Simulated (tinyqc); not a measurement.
Inside a calculation (part 1 of 2). Method: LCCD on RHF in the sto-3g basis, frozen core, for CH3+, spin multiplicity 1. Computed by tinyqc, a small Python program that keeps every step (integrals from PySCF). Settings: charge = 1, multiplicity = 1, basis = sto-3g, method = RHF, frozen orbitals = 1, energy threshold = 1e-10, iteration cap = 66, orthogonalisation = symmetric, start = atomic densities, DIIS depth = 6, amplitude equations = LCCD, DIIS depth for amplitudes = 4, cap on updates = 61. Command: `OMP_NUM_THREADS=1 python tinyqc.py 21436 21437 out.jsonl` (the two numbers bound the seeds that draw the settings). One thread of a shared host (Intel(R) Xeon(R) Processor @ 2.60GHz), about 0.1 s of CPU time with the checks. The early iterations of the SCF are left out here.

## One-electron integrals

Geometry (angstrom):
```
atom          x          y         z
C      0.000000   0.000000  0.006000
H      1.041000   0.000000  0.000000
H     -0.521000   0.902000  0.000000
H     -0.521000  -0.902000  0.000000
```

Basis sto-3g: exponents (1/bohr^2) and contraction coefficients of normalised primitives:
```
element  l (shell)   exponent  coefficient
C            s (1)  71.616837     0.154329
C            s (1)  13.045096     0.535328
C            s (1)   3.530512     0.444635
C            s (2)   2.941249    -0.099967
C            s (2)   0.683483     0.399513
C            s (2)   0.222290     0.700115
C            p (3)   2.941249     0.155916
C            p (3)   0.683483     0.607684
C            p (3)   0.222290     0.391957
H            s (1)   3.425251     0.154329
H            s (1)   0.623914     0.535328
H            s (1)   0.168855     0.444635
```

Overlap, kinetic and nuclear-attraction integrals over the contracted functions; the nuclear repulsion is the sum of Za Zb / Rab.

nuclear repulsion = 10.02614481 hartree

overlap S, order 1C 1s, 1C 2s, 1C 2px, 1C 2py, 1C 2pz, 2H 1s, 3H 1s, 4H 1s:
$$\begin{pmatrix}
1.000000 & 0.248362 & 0.000000 & 0.000000 & 0.000000 & 0.069820 & 0.069713 & 0.069713 \\
0.248362 & 1.000000 & 0.000000 & 0.000000 & 0.000000 & 0.519272 & 0.518886 & 0.518886 \\
0.000000 & 0.000000 & 1.000000 & 0.000000 & 0.000000 & 0.483492 & -0.241722 & -0.241722 \\
0.000000 & 0.000000 & 0.000000 & 1.000000 & 0.000000 & 0.000000 & 0.418490 & -0.418490 \\
0.000000 & 0.000000 & 0.000000 & 0.000000 & 1.000000 & -0.002787 & -0.002784 & -0.002784 \\
0.069820 & 0.519272 & 0.483492 & 0.000000 & -0.002787 & 1.000000 & 0.163142 & 0.163142 \\
0.069713 & 0.518886 & -0.241722 & 0.418490 & -0.002784 & 0.163142 & 1.000000 & 0.163074 \\
0.069713 & 0.518886 & -0.241722 & -0.418490 & -0.002784 & 0.163142 & 0.163074 & 1.000000
\end{pmatrix}$$

kinetic energy T (hartree), order 1C 1s, 1C 2s, 1C 2px, 1C 2py, 1C 2pz, 2H 1s, 3H 1s, 4H 1s:
$$\begin{pmatrix}
15.891122 & -0.085890 & 0.000000 & 0.000000 & 0.000000 & -0.008271 & -0.008309 & -0.008309 \\
-0.085890 & 0.472250 & 0.000000 & 0.000000 & 0.000000 & 0.123573 & 0.123339 & 0.123339 \\
0.000000 & 0.000000 & 1.477728 & 0.000000 & 0.000000 & 0.292128 & -0.145900 & -0.145900 \\
0.000000 & 0.000000 & 0.000000 & 1.477728 & 0.000000 & 0.000000 & 0.252595 & -0.252595 \\
0.000000 & 0.000000 & 0.000000 & 0.000000 & 1.477728 & -0.001684 & -0.001680 & -0.001680 \\
-0.008271 & 0.123573 & 0.292128 & 0.000000 & -0.001684 & 0.760032 & -0.006280 & -0.006280 \\
-0.008309 & 0.123339 & -0.145900 & 0.252595 & -0.001680 & -0.006280 & 0.760032 & -0.006288 \\
-0.008309 & 0.123339 & -0.145900 & -0.252595 & -0.001680 & -0.006280 & -0.006288 & 0.760032
\end{pmatrix}$$

nuclear attraction V (hartree), order 1C 1s, 1C 2s, 1C 2px, 1C 2py, 1C 2pz, 2H 1s, 3H 1s, 4H 1s:
$$\begin{pmatrix}
-35.177083 & -4.570818 & -0.000017 & 0.000000 & 0.000321 & -1.311514 & -1.309463 & -1.309463 \\
-4.570818 & -6.660900 & -0.000098 & 0.000000 & 0.003188 & -2.981381 & -2.978537 & -2.978537 \\
-0.000017 & -0.000098 & -6.688665 & 0.000000 & 0.000001 & -2.578338 & 1.288700 & 1.288700 \\
0.000000 & 0.000000 & 0.000000 & -6.688420 & 0.000000 & 0.000000 & -2.231114 & 2.231114 \\
0.000321 & 0.003188 & 0.000001 & 0.000000 & -6.481100 & 0.015681 & 0.015661 & 0.015661 \\
-1.311514 & -2.981381 & -2.578338 & 0.000000 & 0.015681 & -4.782968 & -0.867135 & -0.867135 \\
-1.309463 & -2.978537 & 1.288700 & -2.231114 & 0.015661 & -0.867135 & -4.781263 & -0.866587 \\
-1.309463 & -2.978537 & 1.288700 & 2.231114 & 0.015661 & -0.867135 & -0.866587 & -4.781263
\end{pmatrix}$$

core Hamiltonian H = T + V (hartree), order 1C 1s, 1C 2s, 1C 2px, 1C 2py, 1C 2pz, 2H 1s, 3H 1s, 4H 1s:
$$\begin{pmatrix}
-19.285961 & -4.656708 & -0.000017 & 0.000000 & 0.000321 & -1.319785 & -1.317772 & -1.317772 \\
-4.656708 & -6.188650 & -0.000098 & 0.000000 & 0.003188 & -2.857809 & -2.855198 & -2.855198 \\
-0.000017 & -0.000098 & -5.210937 & 0.000000 & 0.000001 & -2.286210 & 1.142800 & 1.142800 \\
0.000000 & 0.000000 & 0.000000 & -5.210692 & 0.000000 & 0.000000 & -1.978519 & 1.978519 \\
0.000321 & 0.003188 & 0.000001 & 0.000000 & -5.003372 & 0.013997 & 0.013981 & 0.013981 \\
-1.319785 & -2.857809 & -2.286210 & 0.000000 & 0.013997 & -4.022937 & -0.873415 & -0.873415 \\
-1.317772 & -2.855198 & 1.142800 & -1.978519 & 0.013981 & -0.873415 & -4.021231 & -0.872875 \\
-1.317772 & -2.855198 & 1.142800 & 1.978519 & 0.013981 & -0.873415 & -0.872875 & -4.021231
\end{pmatrix}$$

## Two-electron integrals

Functions are numbered as in S; the eight-fold symmetry (ij|kl) = (ji|kl) = (kl|ij) leaves the list below.

Two-electron integrals (ij|kl) in chemists' order, unique and non-zero (hartree):
```
(11|11) 3.541948    (21|11) 0.576921    (21|21) 0.111888    (22|11) 0.854682
(22|21) 0.205284    (22|22) 0.624709    (31|31) 0.020296    (32|31) 0.030858
(32|32) 0.137996    (33|11) 0.852436    (33|21) 0.205335    (33|22) 0.624568
(33|33) 0.672833    (41|41) 0.020296    (42|41) 0.030858    (42|42) 0.137996
(43|43) 0.036269    (44|11) 0.852436    (44|21) 0.205335    (44|22) 0.624568
(44|33) 0.600295    (44|44) 0.672833    (51|51) 0.020296    (52|51) 0.030858
(52|52) 0.137996    (53|53) 0.036269    (54|54) 0.036269    (55|11) 0.852436
(55|21) 0.205335    (55|22) 0.624568    (55|33) 0.600295    (55|44) 0.600295
(55|55) 0.672833    (61|11) 0.163864    (61|21) 0.031550    (61|22) 0.057653
(61|31) 0.001946    (61|32) 0.003587    (61|33) 0.058064    (61|44) 0.057456
(61|51) -0.000011   (61|52) -0.000021   (61|53) -3.50e-06   (61|55) 0.057457
(61|61) 0.009101    (62|11) 0.358590    (62|21) 0.087110    (62|22) 0.287690
(62|31) 0.008275    (62|32) 0.054728    (62|33) 0.300530    (62|44) 0.281141
(62|51) -0.000048   (62|52) -0.000315   (62|53) -0.000112   (62|55) 0.281142
(62|61) 0.025552    (62|62) 0.167668    (63|11) 0.292415    (63|21) 0.072012
(63|22) 0.252211    (63|31) 0.015293    (63|32) 0.092518    (63|33) 0.277551
(63|44) 0.239410    (63|51) -0.000035   (63|52) -0.000259   (63|53) -0.000156
(63|55) 0.239411    (63|61) 0.022217    (63|62) 0.174905    (63|63) 0.200965
(64|41) 0.009277    (64|42) 0.047569    (64|43) 0.010991    (64|54) -0.000063
(64|64) 0.021781    (65|11) -0.001685   (65|21) -0.000415   (65|22) -0.001454
(65|31) -0.000035   (65|32) -0.000259   (65|33) -0.001473   (65|44) -0.001380
(65|51) 0.009277    (65|52) 0.047570    (65|53) 0.010991    (65|55) -0.001507
(65|61) -0.000128   (65|62) -0.001008   (65|63) -0.001033   (65|65) 0.021786
(66|11) 0.494103    (66|21) 0.122099    (66|22) 0.454897    (66|31) 0.015549
(66|32) 0.134173    (66|33) 0.502931    (66|44) 0.430637    (66|51) -0.000090
(66|52) -0.000773   (66|53) -0.000417   (66|55) 0.430640    (66|61) 0.036460
(66|62) 0.324642    (66|63) 0.375591    (66|65) -0.002165   (66|66) 0.774606
(71|11) 0.163609    (71|21) 0.031502    (71|22) 0.057564    (71|31) -0.000972
(71|32) -0.001792   (71|33) 0.057520    (71|41) 0.001683    (71|42) 0.003102
(71|43) -0.000263   (71|44) 0.057823    (71|51) -0.000011   (71|52) -0.000021
(71|53) 1.75e-06    (71|54) -3.02e-06   (71|55) 0.057369    (71|61) 0.008788
(71|62) 0.023923    (71|63) 0.019271    (71|64) 0.000890    (71|65) -0.000120
(71|66) 0.033277    (71|71) 0.009072    (72|11) 0.358233    (72|21) 0.087025
(72|22) 0.287431    (72|31) -0.004135   (72|32) -0.027354   (72|33) 0.285734
(72|41) 0.007159    (72|42) 0.047358    (72|43) -0.008393   (72|44) 0.295417
(72|51) -0.000048   (72|52) -0.000315   (72|53) 0.000056    (72|54) -0.000097
(72|55) 0.280886    (72|61) 0.023937    (72|62) 0.123132    (72|63) 0.099727
(72|64) 0.014521    (72|65) -0.000720   (72|66) 0.189091    (72|71) 0.025488
(72|72) 0.167401    (73|11) -0.146151   (73|21) -0.035992   (73|22) -0.126069
(73|31) 0.010769    (73|32) 0.058756    (73|33) -0.132676   (73|41) -0.002604
(73|42) -0.019459   (73|43) 0.013008    (73|44) -0.125728   (73|51) 0.000017
(73|52) 0.000129    (73|53) -0.000087   (73|54) 0.000040    (73|55) -0.119670
(73|61) -0.008876   (73|62) -0.037328   (73|63) -0.016239   (73|64) -0.003303
(73|65) 0.000213    (73|66) -0.044413   (73|71) -0.011087   (73|72) -0.087365
(73|73) 0.066517    (74|11) 0.253030    (74|21) 0.062313    (74|22) 0.218261
(74|31) -0.002604   (74|32) -0.019459   (74|33) 0.210682    (74|41) 0.013773
(74|42) 0.081205    (74|43) -0.011550   (74|44) 0.236690    (74|51) -0.000030
(74|52) -0.000224   (74|53) 0.000040    (74|54) -0.000133   (74|55) 0.207184
(74|61) 0.017147    (74|62) 0.093646    (74|63) 0.075200    (74|64) 0.025298
(74|65) -0.000536   (74|66) 0.143742    (74|71) 0.019195    (74|72) 0.151254
(74|73) -0.077524   (74|74) 0.155954    (75|11) -0.001683   (75|21) -0.000414
(75|22) -0.001452   (75|31) 0.000017    (75|32) 0.000129    (75|33) -0.001401
(75|41) -0.000030   (75|42) -0.000224   (75|43) 0.000040    (75|44) -0.001448
(75|51) 0.009266    (75|52) 0.047518    (75|53) -0.005493   (75|54) 0.009510
(75|55) -0.001505   (75|61) -0.000120   (75|62) -0.000720   (75|63) -0.000570
(75|64) -0.000083   (75|65) 0.015046    (75|66) -0.001179   (75|71) -0.000128
(75|72) -0.001006   (75|73) 0.000516    (75|74) -0.000893   (75|75) 0.021745
(76|11) 0.102992    (76|21) 0.025067    (76|22) 0.085104    (76|31) 0.000999
(76|32) 0.006924    (76|33) 0.085882    (76|41) 0.001732    (76|42) 0.012004
(76|43) 0.000419    (76|44) 0.086369    (76|51) -0.000023   (76|52) -0.000160
(76|53) -0.000021   (76|54) -0.000036   (76|55) 0.082984    (76|61) 0.007170
(76|62) 0.044552    (76|63) 0.042898    (76|64) 0.004733    (76|65) -0.000294
(76|66) 0.080472    (76|71) 0.007159    (76|72) 0.044521    (76|73) -0.017355
(76|74) 0.039498    (76|75) -0.000294   (76|76) 0.014199    (77|11) 0.493829
(77|21) 0.122033    (77|22) 0.454714    (77|31) -0.007770   (77|32) -0.067080
(77|33) 0.448542    (77|41) 0.013453    (77|42) 0.116134    (77|43) -0.031300
(77|44) 0.484651    (77|51) -0.000089   (77|52) -0.000773   (77|53) 0.000208
(77|54) -0.000360   (77|55) 0.430465    (77|61) 0.033310    (77|62) 0.189190
(77|63) 0.146712    (77|64) 0.033459    (77|65) -0.001180   (77|66) 0.291351
(77|71) 0.036384    (77|72) 0.324345    (77|73) -0.187730   (77|74) 0.325015
(77|75) -0.002162   (77|76) 0.080472    (77|77) 0.774606    (81|11) 0.163609
(81|21) 0.031502    (81|22) 0.057564    (81|31) -0.000972   (81|32) -0.001792
(81|33) 0.057520    (81|41) -0.001683   (81|42) -0.003102   (81|43) 0.000263
(81|44) 0.057823    (81|51) -0.000011   (81|52) -0.000021   (81|53) 1.75e-06
(81|54) 3.02e-06    (81|55) 0.057369    (81|61) 0.008788    (81|62) 0.023923
(81|63) 0.019271    (81|64) -0.000890   (81|65) -0.000120   (81|66) 0.033277
(81|71) 0.008774    (81|72) 0.023900    (81|73) -0.010403   (81|74) 0.016232
(81|75) -0.000120   (81|76) 0.006795    (81|77) 0.033260    (81|81) 0.009072
(82|11) 0.358233    (82|21) 0.087025    (82|22) 0.287431    (82|31) -0.004135
(82|32) -0.027354   (82|33) 0.285734    (82|41) -0.007159   (82|42) -0.047358
(82|43) 0.008393    (82|44) 0.295417    (82|51) -0.000048   (82|52) -0.000315
(82|53) 0.000056    (82|54) 0.000097    (82|55) 0.280886    (82|61) 0.023937
(82|62) 0.123132    (82|63) 0.099727    (82|64) -0.014521   (82|65) -0.000720
(82|66) 0.189091    (82|71) 0.023900    (82|72) 0.123031    (82|73) -0.062425
(82|74) 0.079061    (82|75) -0.000719   (82|76) 0.034690    (82|77) 0.189044
(82|81) 0.025488    (82|82) 0.167401    (83|11) -0.146151   (83|21) -0.035992
(83|22) -0.126069   (83|31) 0.010769    (83|32) 0.058756    (83|33) -0.132676
(83|41) 0.002604    (83|42) 0.019459    (83|43) -0.013008   (83|44) -0.125728
(83|51) 0.000017    (83|52) 0.000129    (83|53) -0.000087   (83|54) -0.000040
(83|55) -0.119670   (83|61) -0.008876   (83|62) -0.037328   (83|63) -0.016239
(83|64) 0.003303    (83|65) 0.000213    (83|66) -0.044413   (83|71) -0.010403
(83|72) -0.062425   (83|73) 0.046044    (83|74) -0.039243   (83|75) 0.000357
(83|76) -0.013359   (83|77) -0.102316   (83|81) -0.011087   (83|82) -0.087365
(83|83) 0.066517    (84|11) -0.253030   (84|21) -0.062313   (84|22) -0.218261
(84|31) 0.002604    (84|32) 0.019459    (84|33) -0.210682   (84|41) 0.013773
(84|42) 0.081205    (84|43) -0.011550   (84|44) -0.236690   (84|51) 0.000030
(84|52) 0.000224    (84|53) -0.000040   (84|54) -0.000133   (84|55) -0.207184
(84|61) -0.017147   (84|62) -0.093646   (84|63) -0.075200   (84|64) 0.025298
(84|65) 0.000536    (84|66) -0.143742   (84|71) -0.016232   (84|72) -0.079061
(84|73) 0.039243    (84|74) -0.036958   (84|75) 0.000452    (84|76) -0.023123
(84|77) -0.110277   (84|81) -0.019195   (84|82) -0.151254   (84|83) 0.077524
(84|84) 0.155954    (85|11) -0.001683   (85|21) -0.000414   (85|22) -0.001452
(85|31) 0.000017    (85|32) 0.000129    (85|33) -0.001401   (85|41) 0.000030
(85|42) 0.000224    (85|43) -0.000040   (85|44) -0.001448   (85|51) 0.009266
(85|52) 0.047518    (85|53) -0.005493   (85|54) -0.009510   (85|55) -0.001505
(85|61) -0.000120   (85|62) -0.000720   (85|63) -0.000570   (85|64) 0.000083
(85|65) 0.015046    (85|66) -0.001179   (85|71) -0.000120   (85|72) -0.000719
(85|73) 0.000357    (85|74) -0.000452   (85|75) 0.015031    (85|76) -0.000223
(85|77) -0.001178   (85|81) -0.000128   (85|82) -0.001006   (85|83) 0.000516
(85|84) 0.000893    (85|85) 0.021745    (86|11) 0.102992    (86|21) 0.025067
(86|22) 0.085104    (86|31) 0.000999    (86|32) 0.006924    (86|33) 0.085882
(86|41) -0.001732   (86|42) -0.012004   (86|43) -0.000419   (86|44) 0.086369
(86|51) -0.000023   (86|52) -0.000160   (86|53) -0.000021   (86|54) 0.000036
(86|55) 0.082984    (86|61) 0.007170    (86|62) 0.044552    (86|63) 0.042898
(86|64) -0.004733   (86|65) -0.000294   (86|66) 0.080472    (86|71) 0.006795
(86|72) 0.034690    (86|73) -0.013359   (86|74) 0.023123    (86|75) -0.000223
(86|76) 0.011521    (86|77) 0.052386    (86|81) 0.007159    (86|82) 0.044521
(86|83) -0.017355   (86|84) -0.039498   (86|85) -0.000294   (86|86) 0.014199
(87|11) 0.102920    (87|21) 0.025051    (87|22) 0.085055    (87|31) -0.002000
(87|32) -0.013857   (87|33) 0.086563    (87|44) 0.085589    (87|51) -0.000023
(87|52) -0.000160   (87|53) 0.000042    (87|55) 0.082934    (87|61) 0.006800
(87|62) 0.034699    (87|63) 0.026700    (87|65) -0.000223   (87|66) 0.052370
(87|71) 0.007155    (87|72) 0.044497    (87|73) -0.025532   (87|74) 0.034750
(87|75) -0.000294   (87|76) 0.011516    (87|77) 0.080432    (87|81) 0.007155
(87|82) 0.044497    (87|83) -0.025532   (87|84) -0.034750   (87|85) -0.000294
(87|86) 0.011516    (87|87) 0.014187    (88|11) 0.493829    (88|21) 0.122033
(88|22) 0.454714    (88|31) -0.007770   (88|32) -0.067080   (88|33) 0.448542
(88|41) -0.013453   (88|42) -0.116134   (88|43) 0.031300    (88|44) 0.484651
(88|51) -0.000089   (88|52) -0.000773   (88|53) 0.000208    (88|54) 0.000360
(88|55) 0.430465    (88|61) 0.033310    (88|62) 0.189190    (88|63) 0.146712
(88|64) -0.033459   (88|65) -0.001180   (88|66) 0.291351    (88|71) 0.033260
(88|72) 0.189044    (88|73) -0.102316   (88|74) 0.110277    (88|75) -0.001178
(88|76) 0.052386    (88|77) 0.291310    (88|81) 0.036384    (88|82) 0.324345
(88|83) -0.187730   (88|84) -0.325015   (88|85) -0.002162   (88|86) 0.080472
(88|87) 0.080432    (88|88) 0.774606
```

## Orthogonalisation

S = U s U^T; symmetric (Loewdin) form X = U s^(-1/2) U^T, so that X^T S X = 1.

eigenvalues of S: [0.231992, 0.320690, 0.321039, 0.961092, 1.000042, 1.515887, 1.516146, 2.133112]

X, order 1C 1s, 1C 2s, 1C 2px, 1C 2py, 1C 2pz, 2H 1s, 3H 1s, 4H 1s:
$$\begin{pmatrix}
1.028609 & -0.170822 & -0.000006 & 0.000000 & 0.000218 & 0.026106 & 0.026104 & 0.026104 \\
-0.170822 & 1.513785 & 0.000253 & 0.000000 & -0.002574 & -0.382007 & -0.381432 & -0.381432 \\
-0.000006 & 0.000253 & 1.223916 & 0.000000 & -0.000002 & -0.385808 & 0.192763 & 0.192763 \\
0.000000 & 0.000000 & 0.000000 & 1.223543 & 0.000000 & 0.000000 & -0.333677 & 0.333677 \\
0.000218 & -0.002574 & -0.000002 & 0.000000 & 1.000014 & 0.002015 & 0.002012 & 0.002012 \\
0.026106 & -0.382007 & -0.385808 & 0.000000 & 0.002015 & 1.315801 & -0.038475 & -0.038475 \\
0.026104 & -0.381432 & 0.192763 & -0.333677 & 0.002012 & -0.038475 & 1.315163 & -0.038404 \\
0.026104 & -0.381432 & 0.192763 & 0.333677 & 0.002012 & -0.038475 & -0.038404 & 1.315163
\end{pmatrix}$$

## Iteration 7 (converged): orbitals

converged F (hartree), order 1C 1s, 1C 2s, 1C 2px, 1C 2py, 1C 2pz, 2H 1s, 3H 1s, 4H 1s:
$$\begin{pmatrix}
-11.610020 & -3.107702 & -0.000012 & 0.000000 & -0.000071 & -0.887235 & -0.885896 & -0.885896 \\
-3.107702 & -1.990315 & -0.000134 & 0.000000 & 0.002738 & -0.996427 & -0.995549 & -0.995549 \\
-0.000012 & -0.000134 & -0.838604 & 0.000000 & 0.000003 & -0.653178 & 0.326548 & 0.326548 \\
0.000000 & 0.000000 & 0.000000 & -0.838295 & 0.000000 & 0.000000 & -0.565390 & 0.565390 \\
-0.000071 & 0.002738 & 0.000003 & 0.000000 & -0.258720 & 0.003405 & 0.003401 & 0.003401 \\
-0.887235 & -0.996427 & -0.653178 & 0.000000 & 0.003405 & -0.883344 & -0.327265 & -0.327265 \\
-0.885896 & -0.995549 & 0.326548 & -0.565390 & 0.003401 & -0.327265 & -0.882569 & -0.327046 \\
-0.885896 & -0.995549 & 0.326548 & 0.565390 & 0.003401 & -0.327265 & -0.327046 & -0.882569
\end{pmatrix}$$

Diagonalise F' = X^T F X, C = X C', fill 4 alpha and 4 beta electrons from the bottom; D = 2 C_occ C_occ^T. Each column has its largest component positive (the first on a tie).

F' = X^T F X (hartree):
$$\begin{pmatrix}
-11.369101 & -1.586248 & 0.000039 & 0.000000 & 0.000003 & -0.148232 & -0.147758 & -0.147758 \\
-1.586248 & -0.858998 & 0.000130 & 0.000000 & -0.000637 & -0.485738 & -0.485194 & -0.485194 \\
0.000039 & 0.000130 & -0.455205 & 0.000000 & 0.000000 & -0.542114 & 0.270986 & 0.270986 \\
0.000000 & 0.000000 & 0.000000 & -0.455356 & 0.000000 & 0.000000 & -0.469117 & 0.469117 \\
0.000003 & -0.000637 & 0.000000 & 0.000000 & -0.258700 & 0.002354 & 0.002350 & 0.002350 \\
-0.148232 & -0.485738 & -0.542114 & 0.000000 & 0.002354 & -0.259566 & -0.076842 & -0.076842 \\
-0.147758 & -0.485194 & 0.270986 & -0.469117 & 0.002350 & -0.076842 & -0.259733 & -0.076706 \\
-0.147758 & -0.485194 & 0.270986 & 0.469117 & 0.002350 & -0.076842 & -0.076706 & -0.259733
\end{pmatrix}$$

orbital energies (hartree): MO1 -11.615990, MO2 -1.314376, MO3 -0.996697, MO4 -0.996452, MO5 -0.258718, MO6 0.289011, MO7 0.358069, MO8 0.358760

coefficients C, order 1C 1s, 1C 2s, 1C 2px, 1C 2py, 1C 2pz, 2H 1s, 3H 1s, 4H 1s:
$$\begin{pmatrix}
0.992809 & -0.235137 & 0.000068 & 0.000000 & -0.001667 & -0.219767 & 0.000000 & -0.000958 \\
0.033485 & 0.714884 & -0.000346 & 0.000000 & 0.008455 & 1.498446 & 0.000000 & 0.007119 \\
0.000005 & 0.000213 & 0.649860 & 0.000000 & 0.000002 & -0.004682 & 0.000000 & 1.139646 \\
0.000000 & 0.000000 & 0.000000 & 0.649913 & 0.000000 & 0.000000 & 1.139013 & 0.000000 \\
-0.000053 & -0.001737 & -0.000002 & 0.000000 & 0.999964 & -0.010693 & 0.000000 & -0.000050 \\
-0.006706 & 0.181653 & 0.399809 & 0.000000 & -0.002642 & -0.785980 & 0.000000 & -1.104126 \\
-0.006700 & 0.181371 & -0.200045 & 0.346357 & -0.002643 & -0.792484 & -0.952602 & 0.546694 \\
-0.006700 & 0.181371 & -0.200045 & -0.346357 & -0.002643 & -0.792484 & 0.952602 & 0.546694
\end{pmatrix}$$

D after iteration 7, order 1C 1s, 1C 2s, 1C 2px, 1C 2py, 1C 2pz, 2H 1s, 3H 1s, 4H 1s:
$$\begin{pmatrix}
2.081920 & -0.269704 & -0.000003 & 0.000000 & 0.000711 & -0.098688 & -0.098624 & -0.098624 \\
-0.269704 & 1.024362 & -0.000146 & 0.000000 & -0.002487 & 0.258995 & 0.259008 & 0.259008 \\
-0.000003 & -0.000146 & 0.844637 & 0.000000 & -0.000003 & 0.519718 & -0.259925 & -0.259925 \\
0.000000 & 0.000000 & 0.000000 & 0.844775 & 0.000000 & 0.000000 & 0.450204 & -0.450204 \\
0.000711 & -0.002487 & -0.000003 & 0.000000 & 0.000006 & -0.000632 & -0.000629 & -0.000629 \\
-0.098688 & 0.258995 & 0.519718 & 0.000000 & -0.000632 & 0.385781 & -0.093977 & -0.093977 \\
-0.098624 & 0.259008 & -0.259925 & 0.450204 & -0.000629 & -0.093977 & 0.385843 & -0.094010 \\
-0.098624 & 0.259008 & -0.259925 & -0.450204 & -0.000629 & -0.093977 & -0.094010 & 0.385843
\end{pmatrix}$$
